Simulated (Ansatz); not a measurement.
The first iterations of a band of CH3O (5 atoms, charge -1, multiplicity 1).

All numbers below come from RKS B3LYP-D4/def2-TZVP (Ansatz).

```
movable images  : 7
climbing image  : yes
spring          : 5.0 eV/Å²
optimiser       : quadratic models (default)
start path      : through a guess of the saddle point
force threshold : 0.05 eV/Å
iteration limit : 60
end points      : relaxed
```

Image 0:

```xyz
5
Properties=species:S:1:pos:R:3
C 0.034 -0.027 -0.008
O 1.043 -0.841 -0.256
H -1.020 -0.473 -0.097
H -0.054 0.901 -0.677
H -0.004 0.441 1.038
```

Image 8:

```xyz
5
Properties=species:S:1:pos:R:3
C -0.253 0.472 0.134
O 0.263 -0.920 -0.254
H -0.562 -1.391 -0.356
H 0.252 1.145 -0.601
H 0.301 0.695 1.078
```

| iteration | highest image above the first end (eV) | largest band force component (eV/Å) |
| --- | --- | --- |
| 1 | 3.314 | 5.841 |
| 2 | 2.735 | 2.560 |

Does the band converge within its limit, and where does its top end?

The forces met the threshold. It ended after 8 iterations with the highest image 2.567 eV above the first end. A vibrational analysis at the climbing image gives one clearly imaginary mode, 1631i cm⁻¹: a first-order saddle point. The orbitals stay closed-shell, which can raise the energy where a bond breaks towards radicals; this wasn't checked here. Limits of this set-up: an anion without diffuse functions, the dipole of an ion depends on the origin.

Time of the run: 68 s on 1 thread of Arm Neoverse V1, on a shared host, peak memory 0.11 GiB.
